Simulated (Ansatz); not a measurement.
C3H4F2 (`C=CC(F)F`). Charge 0, multiplicity 1.

Cartesian coordinates in Å:
```
C 0.311 -0.548 1.244
C -0.279 -0.509 0.062
C -0.058 0.572 -0.940
F 0.693 1.579 -0.435
F -1.255 1.103 -1.316
H 1.000 0.229 1.555
H 0.120 -1.357 1.938
H -0.968 -1.284 -0.258
H 0.436 0.214 -1.851
```

Q: Give the diagnostics of a CCSD(T)/def2-TZVPP run (frozen core, the Gaussian-basis code of Ansatz). (An estimate is asked.)

A: Ansatz gave: T1 = 0.0116, largest single amplitude 0.017, largest double 0.103, (T) share of the correlation energy 3.5 %, 9 CCSD cycles. The RHF solution is stable towards an unrestricted one. T1 lies under the customary mark of 0.02 for closed shells.
